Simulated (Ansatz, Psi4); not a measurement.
## Worked example: the enthalpy of formation of S2O (Disulfur monoxide)

S2O: 3 atoms, total charge 0, spin state singlet. As SMILES, `O=S=S`. Geometry: relaxed at PBE0-D4/def2-TZVP.

```xyz
3

O     0.4516    1.2040    0.4932
S     0.5291   -0.2055    0.1489
S    -0.9807   -0.9985   -0.6421
```

Total energies at HSE06/def2-TZVP (Psi4 1.11); the atoms run unrestricted:

| species | state | energy (Eh) |
| --- | --- | --- |
| S2O | singlet | -871.331312 |
| O | triplet | -75.026407 |
| S | triplet | -397.991435 |

Harmonic wavenumbers at PBE0-D4/def2-TZVP, in cm⁻¹: 394, 723, 1241.

Measured heats of formation of the gaseous atoms at 298.15 K, in kJ/mol: O 249.2, S 277.0. Spin-orbit lowering of the atoms at 298 K (mean of the ground term's levels less their thermal mean, from spectra), in kJ/mol: O 0.40, S 1.88. Take 1 Eh = 2625.50 kJ/mol, 1 cm⁻¹ = 0.0119627 kJ/mol, RT = 2.479 kJ/mol.

Work out the heat of formation of the gas at 298 K.


1. Electronic atomisation energy: (-75.026407) + 2 × (-397.991435) − (-871.331312) = 0.322035 Eh = 845.5 kJ/mol.
2. Zero-point energy: half the sum of the wavenumbers, 1179 cm⁻¹ = 14.1 kJ/mol.
3. Thermal vibrational enthalpy, Σ hcν̃/(exp(hcν̃/kT) − 1): 1.1 kJ/mol. Translation, rotation and pV of a non-linear molecule: 4 RT = 9.9 kJ/mol.
4. The 3 free atoms carry 5/2 RT each: 18.6 kJ/mol.
5. Spin-orbit coupling lowers the free atoms by 0.40 + 2 × 1.88 = 4.2 kJ/mol.
6. Atomisation enthalpy at 298 K: 845.5 − 4.2 − 14.1 − 1.1 − 9.9 + 18.6 = 834.8 kJ/mol.
7. Sum of the atoms' heats of formation: 803.2 kJ/mol. Heat of formation: 803.2 − 834.8 = -31.6 kJ/mol.

The tabulated value is -56.5 kJ/mol (NIST-JANAF tables), so this level is off by +24.9 kJ/mol, or 2.9 % of the atomisation enthalpy that the table implies (859.7 kJ/mol). Anharmonicity and any spin-orbit splitting of the molecule are left out.
